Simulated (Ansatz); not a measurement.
Electronic dielectric constant ε∞ of some tetrahedrally bonded semiconductors and semimetals

Method: revPBE (Ansatz, a first-principles code, plane waves, PAW). References are measured values at room or unstated temperature, uncorrected unless marked, so that the deviations hold thermal and zero-point effects besides the level's error.

```
solid                 reference  revPBE  deviation (%)
--------------------  ---------  ------  -------------
3C-SiC                     6.52    7.03           +7.8
diamond-structure Si       11.8    12.8           +8.5
cubic BN                    4.5       ?              ?
zinc-blende AlP            7.54    8.01           +6.2
wurtzite AlN               4.18    4.57           +9.3
diamond                     5.7    5.89           +3.3
```

Task: Estimate the withheld revPBE value.

Result: The deviations of the other rows run from +3.3 % to +9.3 %, with a median of +7.8 %; carried to the reference 4.50 it gives 4.85. The run gives 4.63 (+2.9 %), -4.5 % from the estimate, outside the range of the other rows; the row was drawn at random, and such an estimate is rough. Over these 6 solids the mean deviation is +6.3 %, the mean absolute deviation 6.3 % (median 7.0 %), and the worst case wurtzite AlN at +9.3 %; the value is above the reference in 6 of 6 cases.

Differences are worked out from the printed values.

Each level is taken at its own relaxed cell. Ansatz's density-functional and Hartree–Fock values are scalar-relativistic unless marked +SOC, with PAW data made under PBE.

Not in this set, of the tetrahedrally bonded semiconductors and semimetals with a reference value in our tables and a result at some level: 16 for no value at revPBE (not run, a failed fit, an unstable or unbound cell, or a value held back for tests). These can be a level's best or worst cases. At least 2 more with a reference value are held back for tests. Solids without a released value at any level aren't counted. Layered and molecular crystals are counted apart. The metals Ce to Yb are counted apart.

References as tabulated in Skone et al. (2014), arXiv:1501.03184; Skelton et al. (2020), arXiv:2005.00277.
